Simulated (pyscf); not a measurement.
Cl–C(Cl)(Cl)–Cl + methyl (CH₃•) → Cl atom (Cl•) + H₃C–C(Cl)(Cl)–Cl, a substitution at C (doublet surface; C–Cl broken, C–C formed). Optimised with ωB97X-D3(BJ)/def2-SVP in PySCF. Energies in kJ/mol from the separated reactants.

Small-basis levels: PySCF, no dispersion term, spherical d functions. AM1 to PM7: differences of heats of formation from MOPAC. Open shells are spin-unrestricted. 

```
level                   barrier  reaction energy
----------------------  -------  ---------------
BP86/6-31G*               176.2            -96.9
PBE/6-31G*                172.1            -98.5
B3LYP/3-21G                   …           -180.6
B3LYP/6-31G*              204.8           -113.0
M06-2X/6-31G*                 …           -120.1
B3LYP/def2-SVP            211.2           -101.4
AM1                       245.2            -17.6
PM3                       223.1            -21.5
PM7                       187.5            -59.9
ωB97M-D3(BJ)/def2-TZVP        …            -93.3
```

Complete the blanks.


- B3LYP/3-21G, barrier: 140.1
- M06-2X/6-31G*, barrier: 204.0
- ωB97M-D3(BJ)/def2-TZVP, barrier: 225.3

Against the last row the barrier runs from -85.1 (B3LYP/3-21G) to +20.0 kJ/mol (AM1). ωB97M-D3(BJ)/def2-TZVP has limits of its own. This is the saddle that the search found; another between the same sides may lie lower. The angle at the attacked C is 180°. An unrestricted DFT solution here is markedly spin-contaminated. Left out: the spin-orbit lowering of Cl.
